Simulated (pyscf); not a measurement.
**1,1-elimination: HS–GaH₂ → HS–Ga [singlet] + H₂**

Gas phase, singlet surface, charge 0. Bonds broken: Ga2–H4, Ga2–H5. Bonds formed: H4–H5. Optimised with ωB97X-D3(BJ)/def2-SVP in PySCF.

Transition state (Å):

```xyz
5

S     -0.5195     0.3467     1.4121
Ga     1.4512     0.3298     0.4785
H     -1.0422    -0.7310     0.8006
H      1.1916    -1.1620    -0.5838
H      2.3620    -0.4061    -0.5327
```

One imaginary mode, 1487i cm⁻¹; descent along it reached the two sides named.

```tsv
bond	change	reactant side (Å)	saddle	product side
Ga2–H4	breaks	1.560	1.850	3.0
Ga2–H5	breaks	1.558	1.547	3.1
H4–H5	forms	2.8	1.394	0.756
```

Electronic energies relative to the reactant's lowest minimum found (kcal/mol):

| level | barrier | reaction energy | reverse barrier |
|---|---|---|---|
| ωB97X-D3(BJ)/def2-TZVP | 71.8 | +12.9 | 58.9 |
| PBE/def2-TZVP | 58.5 | +8.5 | 50.0 |
| r²SCAN/def2-TZVP | 63.2 | +13.6 | 49.6 |
| B3LYP-D3(BJ)/def2-TZVP | 64.1 | +6.7 | 57.5 |
| PBE0-D3(BJ)/def2-TZVP | 65.0 | +12.4 | 52.5 |
| M06-2X/def2-TZVP | 68.8 | +9.4 | 59.4 |
| ωB97M-D3(BJ)/def2-TZVP | 68.6 | +10.0 | 58.6 |
| HF/def2-TZVP | 83.6 | +12.5 | 71.1 |

With ωB97M-D3(BJ)/def2-TZVP energies and thermal terms (ideal gas, 1 atm, RRHO with modes under 100 cm⁻¹ raised to 100, one conformer, R ln 2 for chiral ones without a mode under 150 cm⁻¹), in kcal/mol:

```tsv
T (K)	ΔH‡	ΔG‡	ΔH	ΔG
298	66.1	66.1	+8.5	+0.1
600	66.0	66.2	+8.8	-8.6
900	65.7	66.3	+8.5	-17.3
1200	65.3	66.5	+7.7	-25.8
```

The same reactants have a lower exit, to S=GaH + H₂ (barrier +52.1 kcal/mol at ωB97M-D3(BJ)/def2-TZVP, against +68.6 kcal/mol here). This is the saddle that the search found; another between the same sides may lie lower. Elements up to Kr have no core potential and no relativistic terms here.
